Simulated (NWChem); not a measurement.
## Ionisation of Cl (+1)

```xyz
1

Cl     0.0000     0.0000     0.0000
```
Charge +1, spin multiplicity 3.

All runs are NWChem calculations.

Basis set: def2-TZVPD. −ε marks an orbital energy of the parent.

B3LYP has NWChem's definition, with VWN1-RPA local correlation. The stability of the SCF solutions was not checked.

For the first vertical ionisation energy, −ε(beta HOMO) of B3LYP gives 19.68 eV and −ε(beta HOMO) of BHandHLYP gives 21.40 eV. What do −ε(beta HOMO) of M06-2X, −ε(beta HOMO) of PBE, G0W0@PBE0 give?

−ε(beta HOMO) of M06-2X: 21.31 eV; −ε(beta HOMO) of PBE: 18.37 eV; G0W0@PBE0: 23.44 eV.
